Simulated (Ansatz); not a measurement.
## GeH₂, singlet: the ladder up to full CI

Geometry: a PBE0/def2-TZVP stationary point for this spin, not checked as a minimum.

```yaml
atoms:
  - { symbol: Ge, position_ang: [0.0000, -0.0303, 0.0000] }
  - { symbol: H, position_ang: [0.0000, 1.0906, -1.1335] }
  - { symbol: H, position_ang: [0.0000, 1.0906, 1.1335] }
```

Basis cc-pVTZ; Ansatz 0.2.0. Only valence electrons are correlated (noble-gas cores and the filled d shells of p-block atoms frozen), which leaves 6 electrons in 57 orbitals. R marks a restricted (for open shells ROHF) determinant. Active spaces: valence = (6e, 6o) chosen from the atoms' valence shells. No spin–orbit coupling is included, and no scalar relativity.

Full CI is exact within this basis and frozen core; it isn't the basis-set limit.

```
UHF ⟨S²⟩                          : 0.258
T1 diagnostic (RCCSD)             : 0.0129
largest doubles amplitude (RCCSD) : 0.087
```

**Question.** From what is known of these methods and the diagnostics, rank them by the size of their error in total energy against full CI in cc-pVTZ, smallest first (an estimate: the text doesn't fix the numbers).
A. CASSCF (valence space)
B. MRCISD+Q (valence space)
C. RCCSDT(Q)
D. NEVPT2 (valence space)
E. RCCSD

**Answer.** C (0.02 mEh), B (0.36 mEh), E (4.01 mEh), D (23.95 mEh), A (82.90 mEh).

All errors are against full CI in cc-pVTZ. Within each family the higher level lies nearer, as is usual though not guaranteed.

The full-CI state has the irrep A1 of C2v, in the program's axes.

Natural occupations of full CI about the gap: 1.957 1.939 1.901 0.056 0.042 0.027 0.014 0.009 0.009 0.008; effectively unpaired electrons, Σ n²(2−n)², 0.08.

Atomization energy (electronic, same basis, no zero-point term; atoms at the same level, unrestricted beside the R rows where the molecule is a closed shell, but restricted open-shell past Ca, as are all atoms' steps beyond CCSDT(Q)) at full CI: 579.0 kJ/mol. Errors of other levels:

```tsv
level	error (kJ/mol)
RHF	-161.9
RMP2	-31.3
CISD	-18.9
RCCSD	-4.0
RCCSD(T)	-0.6
BCCD(T)	-0.6
RCCSDT	-0.3
RCCSDT(Q)	-0.1
RCCSDTQ	0.0
CASSCF (valence space)	-63.6
NEVPT2 (valence space)	-28.6
MRCISD (valence space)	-4.6
MRCISD+Q (valence space)	-2.3
```

This basis is far from its limit, so the value isn't to be set against a measured one. Truncated CI isn't size-consistent, which counts against it in atomization.
